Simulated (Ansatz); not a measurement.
**Worked example: correlation energy of [GeH₃···H···Si], triplet**

Geometry: a point of a hydrogen-transfer path between rigid fragments, not a stationary point.

```csv
atom,x (Å),y (Å),z (Å)
Ge,-0.9174,0.0000,0.0000
H,-1.4289,1.4466,0.0000
H,-1.4289,-0.7233,1.2528
H,-1.4289,-0.7233,-1.2528
H,0.8676,0.0000,0.0000
Si,2.4956,0.0000,0.0000
```

Basis cc-pVDZ; Ansatz 0.2.0. Correlated methods freeze the noble-gas cores and the filled d shells of p-block atoms, which leaves 12 electrons in 46 orbitals. Prefix R: restricted or restricted open-shell reference; prefix U: unrestricted. No spin–orbit coupling is included, and no scalar relativity.

Full CI isn't at hand for all of this; UCCSDT(Q) serves as the reference, and is uncertain by about the last step of the cluster series.

Runs differ by some tens of microhartree through their thresholds and, for an open shell, their frozen cores, so steps under 0.03 kcal/mol mean nothing.

| level | total energy (hartree) |
| --- | --- |
| UHF | -2366.469331 |
| UMP2 | -2366.638776 |
| UCCSD | -2366.685688 |
| UCCSD(T) | -2366.691124 |
| UCCSDT | -2366.692455 |
| UCCSDT(Q) | -2366.692707 |

Problem. What is the correlation energy at UCCSDT(Q), and what share of it do UMP2 and UCCSD(T) recover?

Solution. E(corr) = -2366.692707 − (-2366.469331) = -0.223376 hartree = -6.078 eV. UMP2: -0.169445 / -0.223376 = 75.86 %. UCCSD(T): -0.221793 / -0.223376 = 99.29 %.

Problem. By how many kcal/mol does UCCSD(T) miss UCCSDT(Q) (1 hartree = 627.509 kcal/mol), and which steps make up the rest?

Solution. -2366.691124 − (-2366.692707) = 0.001583 hartree = 0.99 kcal/mol. Steps: UCCSDT − UCCSD(T) = -0.84, UCCSDT(Q) − UCCSDT = -0.16 kcal/mol. Differences between like states or geometries often cancel part of this.
